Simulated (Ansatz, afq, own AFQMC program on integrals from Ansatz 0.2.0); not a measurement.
Atomization energy of H2O, singlet

```xyz
3

O     0.0000   -0.0653    0.0000
H     0.0000    0.5184   -0.7615
H     0.0000    0.5184    0.7615
```

Atoms in their ground-state spins without spin–orbit coupling (mostly on UHF) minus the molecule (RHF), without zero-point energy. The geometry is a stationary point, not shown to be a minimum.

Basis 6-31G. Noble-gas cores (and the filled d shells of Ga–Kr and In–Xe) are frozen. AFQMC by an in-house program on the Cholesky factors that Ansatz 0.2.0 writes for its CCSD(T) run. ph-AFQMC/CISD is guided by a CISD state made of CCSD amplitudes; releasing the constraint for a short imaginary time cuts its bias at the price of noise, slowly where states lie close. Free projection: walkers drawn from exp(T), propagated without any constraint. Its projection time is finite, and what remains of the start isn't in its error. Uncertainties: one standard error, sampling alone. The errors of all members are added in quadrature.

Full CI on the same integrals is exact in this basis and with this determinant's frozen core.

Errors are counted within 6-31G, not against nature.

Cautions: other spins of the molecule weren't checked.

Reference (full CI): 179.0 kcal/mol.

```json
{"level": "HF", "atomization energy (kcal/mol)": "130.1", "error against FCI (kcal/mol)": "-48.8"}
{"level": "MP2", "atomization energy (kcal/mol)": "179.2", "error against FCI (kcal/mol)": "0.2"}
{"level": "CCSD", "atomization energy (kcal/mol)": "178.3", "error against FCI (kcal/mol)": "-0.7"}
{"level": "CCSD(T)", "atomization energy (kcal/mol)": "178.7", "error against FCI (kcal/mol)": "-0.3"}
{"level": "CCSDT", "atomization energy (kcal/mol)": "178.7", "error against FCI (kcal/mol)": "-0.3"}
{"level": "CCSDT(Q)", "atomization energy (kcal/mol)": "179.0", "error against FCI (kcal/mol)": "0.0"}
{"level": "CCSDTQ", "atomization energy (kcal/mol)": "179.0", "error against FCI (kcal/mol)": "0.0"}
{"level": "ph-AFQMC/CISD", "atomization energy (kcal/mol)": "179.0 ± 0.1", "error against FCI (kcal/mol)": "0.0 ± 0.1"}
{"level": "released AFQMC", "atomization energy (kcal/mol)": "178.9 ± 0.07", "error against FCI (kcal/mol)": "-0.1 ± 0.07"}
{"level": "free AFQMC", "atomization energy (kcal/mol)": "178.9 ± 0.2", "error against FCI (kcal/mol)": "0.0 ± 0.2"}
```

Correlation beyond CCSD(T) adds 0.3 kcal/mol. The perturbative (T) step is worth +0.4 kcal/mol.

CCSDT and higher add their correlation energy to the determinant of the CCSD(T) run, since their own runs factorise the integrals more tightly (a shift of under 2 meV). Free projections are given only where their last times agree within the noise and don't stop above the reference; a slow remainder of the start can still hide under it. A walk keeps the symmetry of its determinant, which the program's search chose and which needn't be the lowest solution, so a lower state of the same spin and another symmetry isn't excluded. Released energies are given only where the last usable release times agree within the noise; a slower fall can still hide under it.
